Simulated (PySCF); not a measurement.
C₂H₆S, SMILES CSC (connectivity only; charge and spin as stated), charge +1, multiplicity 2.

The structure is a stationary point at ωB97X-D3(BJ)/def2-TZVP. The multiplicity is an assumed one; other spin states were not compared.

Calculation: TDA-LC-ωPBE/def2-SVPD run with PySCF.

Vertical excitations. Isolated molecule, no solvent.

| state | energy (eV) | λ (nm) | f | main pairs |
|---|---|---|---|---|
| root 1 | 2.68 | 463 | 0.001 | β HOMO→LUMO 96 % |
| root 2 | 4.64 | 267 | 0.000 | β HOMO−1→LUMO 88 % |
| root 3 | 6.06 | 205 | 0.045 | β HOMO−2→LUMO 98 % |
| root 4 | 6.50 | 191 | 0.000 | β HOMO−3→LUMO 87 % |
| root 5 | 7.02 | 177 | 0.038 | β HOMO−4→LUMO 96 % |
| root 6 | 7.15 | 174 | 0.004 | β HOMO−5→LUMO 96 % |
| root 7 | 7.82 | 158 | 0.000 | α HOMO→LUMO 87 % |
| root 8 | 8.14 | 152 | 0.000 | α HOMO−1→LUMO 35 %, β HOMO→LUMO+1 47 % |
| root 9 | 8.65 | 143 | 0.000 | α HOMO→LUMO+2 64 %, α HOMO→LUMO+1 12 %, α HOMO→LUMO+4 10 % |
| root 10 | 9.36 | 133 | 0.001 | α HOMO−1→LUMO+2 38 %, α HOMO−1→LUMO+4 6 %, β HOMO→LUMO+3 19 %, β HOMO→LUMO+5 7 % |
Unrestricted roots are not spin-pure.
